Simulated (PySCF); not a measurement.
Compound: C3H3NO.
Bonds: C1–C2 (double), C2–N3, N3–C4 (double), C4–O5 (double). Hydrogens: H6, H7 on C1; H8 on C2.

The same species was optimised twice, with GFN2-xTB and with PBE0-D3(BJ)/def2-SVP (PySCF), and the same property calculations (PySCF, gas phase) were run on both structures.

| coordinate | GFN2-xTB | PBE0-D3(BJ)/def2-SVP | change |
| --- | --- | --- | --- |
| C1–H6 (Å) | 1.074 | 1.091 | +0.017 |
| C1–H7 (Å) | 1.077 | 1.093 | +0.016 |
| C2–H8 (Å) | 1.081 | 1.094 | +0.013 |
| C1=C2 (Å) | 1.325 | 1.337 | +0.012 |
| C4=O5 (Å) | 1.158 | 1.169 | +0.011 |
| C2–N3 (Å) | 1.367 | 1.376 | +0.009 |
| N3=C4 (Å) | 1.191 | 1.199 | +0.008 |
| N3–C4–O5 (°) | 169.2 | 174.5 | +5.3 |
| C2–N3–C4 (°) | 147.2 | 149.9 | +2.7 |
| C1–C2–H8 (°) | 122.8 | 120.9 | -1.9 |
| N3–C2–H8 (°) | 112.0 | 113.5 | +1.5 |
| C2–C1–H6 (°) | 120.7 | 119.7 | -1.0 |
| H6–C1–H7 (°) | 117.4 | 118.3 | +0.9 |
| C1–C2–N3 (°) | 125.2 | 125.6 | +0.4 |
| C2–C1–H7 (°) | 121.9 | 122.0 | +0.1 |
| C1–C2–N3–C4 (°) | 0 | 1 | +1 |

Rotational constants: A = 25645, B = 2886, C = 2594 MHz (GFN2-xTB) against A = 25315, B = 2814, C = 2532 MHz (PBE0-D3(BJ)/def2-SVP). Point groups within 0.08 Å: Cs and Cs.

On the GFN2-xTB structure: HOMO (eV) -7.33 [PBE0/pcSseg-1]; LUMO (eV) -0.65 [PBE0/pcSseg-1]; dipole (D) 2.24 [PBE0/pcSseg-1]; GIAO shielding of C1 (ppm) 67.0 [PBE0/pcSseg-1]; GIAO shielding of C2 (ppm) 54.5 [PBE0/pcSseg-1]; GIAO shielding of N3 (ppm) 203.0 [PBE0/pcSseg-1]; GIAO shielding of C4 (ppm) 58.8 [PBE0/pcSseg-1]; GIAO shielding of O5 (ppm) 165.6 [PBE0/pcSseg-1].

What do these properties become on the PBE0-D3(BJ)/def2-SVP structure?

```json
{"property": "HOMO (eV)", "level": "PBE0/pcSseg-1", "on GFN2-xTB": "-7.33", "on PBE0-D3(BJ)/def2-SVP": "-7.34", "change": "-0.01"}
{"property": "LUMO (eV)", "level": "PBE0/pcSseg-1", "on GFN2-xTB": "-0.65", "on PBE0-D3(BJ)/def2-SVP": "-0.74", "change": "-0.09"}
{"property": "dipole (D)", "level": "PBE0/pcSseg-1", "on GFN2-xTB": "2.24", "on PBE0-D3(BJ)/def2-SVP": "2.30", "change": "+0.06"}
{"property": "energy, GFN2-xTB geometry as zero (kcal/mol)", "level": "PBE0/pcSseg-1", "on GFN2-xTB": "0.0", "on PBE0-D3(BJ)/def2-SVP": "-0.8", "change": "-0.8"}
{"property": "GIAO shielding of C1 (ppm)", "level": "PBE0/pcSseg-1", "on GFN2-xTB": "67.0", "on PBE0-D3(BJ)/def2-SVP": "62.3", "change": "-4.7"}
{"property": "GIAO shielding of C2 (ppm)", "level": "PBE0/pcSseg-1", "on GFN2-xTB": "54.5", "on PBE0-D3(BJ)/def2-SVP": "52.0", "change": "-2.5"}
{"property": "GIAO shielding of N3 (ppm)", "level": "PBE0/pcSseg-1", "on GFN2-xTB": "203.0", "on PBE0-D3(BJ)/def2-SVP": "201.8", "change": "-1.2"}
{"property": "GIAO shielding of C4 (ppm)", "level": "PBE0/pcSseg-1", "on GFN2-xTB": "58.8", "on PBE0-D3(BJ)/def2-SVP": "57.6", "change": "-1.2"}
{"property": "GIAO shielding of O5 (ppm)", "level": "PBE0/pcSseg-1", "on GFN2-xTB": "165.6", "on PBE0-D3(BJ)/def2-SVP": "165.4", "change": "-0.2"}
```

The heavy atoms differ by 0.028 Å rms after alignment. Among all bonds C1–H6 and C1–H7 change most and about equally (+0.016 to +0.017 Å). Changes are differences of the printed values. Neither structure is proved a minimum here.

Shape of the structure used: `[CH2:1]=[CH:2][N:3]=[C:4]=[O:5]`: C1–C2–N3–C4 1°.
